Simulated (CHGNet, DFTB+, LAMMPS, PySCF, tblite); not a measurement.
## 3C-SiC, cohesive energy

Reference value: 6.48 eV/atom (measured, static lattice: zero-point vibration energy added; as tabulated in Mejia-Rodriguez and Trickey (2018), arXiv:1807.09216).

| level (code) | value (eV/atom) | cell (Å³/atom) |
|---|---|---|
| Tersoff SiC.tersoff (LAMMPS) | 6.16 | 10.09 |
| Tersoff SiC_1994.tersoff (LAMMPS) | 6.43 | 9.80 |
| DFTB cp2k-nonscc (DFTB+) | 7.12 | 10.53 |
| GFN2-xTB (tblite) | 6.73 | 10.46 |
| CHGNet-r²SCAN (CHGNet) | (withheld) | 10.32 |
| Hartree–Fock (PySCF) | 4.54 ± 0.1 | 10.29 |
| MP2 (PySCF) | (withheld) | 10.17 |

**Question.** What belongs in the gaps?

**Answer.** 
- CHGNet-r²SCAN (CHGNet), value (eV/atom): 5.82
- MP2 (PySCF), value (eV/atom): 6.91 ± 0.1

Errors against the reference: Tersoff SiC.tersoff -0.32 eV/atom, Tersoff SiC_1994.tersoff -0.05 eV/atom, DFTB cp2k-nonscc +0.64 eV/atom, GFN2-xTB +0.25 eV/atom, CHGNet-r²SCAN -0.66 eV/atom, Hartree–Fock -1.94 eV/atom, MP2 +0.43 eV/atom.

Leaving aside Tersoff SiC.tersoff, Tersoff SiC_1994.tersoff, DFTB cp2k-nonscc, GFN2-xTB, CHGNet-r²SCAN, which can be fitted to such values or carry a doubt: The best agreement in this table is that of MP2 (+0.43 eV/atom). Hartree–Fock (-1.94 eV/atom) misses by most. Every level misses the reference by more than 0.2 eV/atom. Even the nearest is off by 0.43 eV/atom.

A ± on a computed value is a rough bar: the spread of its extrapolation, a floor set from checks against published values, or a statistical error. DFTB cp2k-nonscc, GFN2-xTB: the free atoms are run in the same model without spin. DFTB cp2k-nonscc: this tight-binding set is not self-consistent in the charges. GFN2-xTB: the method was fitted mainly to molecules. GFN2-xTB: the run uses a supercell at the zone centre in place of a k mesh. CHGNet-r²SCAN: free atoms can lie outside what these potentials were trained on. Each level is taken at its own relaxed cell.

Empirical potentials (Tersoff SiC.tersoff, Tersoff SiC_1994.tersoff) are fitted to chosen data, which need not cover the solid at hand: agreement can be built in, and what lay outside the fit can be far off. Machine-learned potentials (CHGNet-r²SCAN) are trained on DFT data, which may include these solids.

Differences are worked out from the printed values.
